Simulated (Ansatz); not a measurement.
# CH4 (SMILES C): from total energies to a heat of formation

The species is CH4 (5 atoms), meant as a singlet with charge 0. SMILES: `C`. The shape is that of a PBE0-D4/def2-TZVP optimisation.

Total energies at PBE0/6-31G (Ansatz 0.2.0); the atoms run unrestricted:

```tsv
species	state	energy (Eh)
CH4	singlet	-40.449366
C	triplet	-37.791099
H	doublet	-0.499109
```

Harmonic wavenumbers at PBE0-D4/def2-TZVP, in cm⁻¹: 1326, 1326, 1326, 1551, 1551, 3047, 3168, 3168, 3168.

Measured heats of formation of the gaseous atoms at 298.15 K, in kJ/mol: C 716.9, H 218.0. Take 1 Eh = 2625.50 kJ/mol, 1 cm⁻¹ = 0.0119627 kJ/mol, RT = 2.479 kJ/mol.

Question: What heat of formation follows?

Answer: 
1. Electronic atomisation energy: (-37.791099) + 4 × (-0.499109) − (-40.449366) = 0.661831 Eh = 1737.6 kJ/mol.
2. Zero-point energy: half the sum of the wavenumbers, 9815.5 cm⁻¹ = 117.4 kJ/mol.
3. Thermal vibrational enthalpy, Σ hcν̃/(exp(hcν̃/kT) − 1): 0.1 kJ/mol. Translation, rotation and pV of a non-linear molecule: 4 RT = 9.9 kJ/mol.
4. The 5 free atoms carry 5/2 RT each: 31.0 kJ/mol.
5. Atomisation enthalpy at 298 K: 1737.6 − 117.4 − 0.1 − 9.9 + 31.0 = 1641.2 kJ/mol.
6. Sum of the atoms' heats of formation: 1588.9 kJ/mol. Heat of formation: 1588.9 − 1641.2 = -52.3 kJ/mol.

The tabulated value is -74.5 kJ/mol (Active Thermochemical Tables), so this level is off by +22.2 kJ/mol, or 1.3 % of the atomisation enthalpy that the table implies (1663.4 kJ/mol). A basis without polarisation functions underbinds badly. Anharmonicity and any spin-orbit splitting of the molecule are left out.
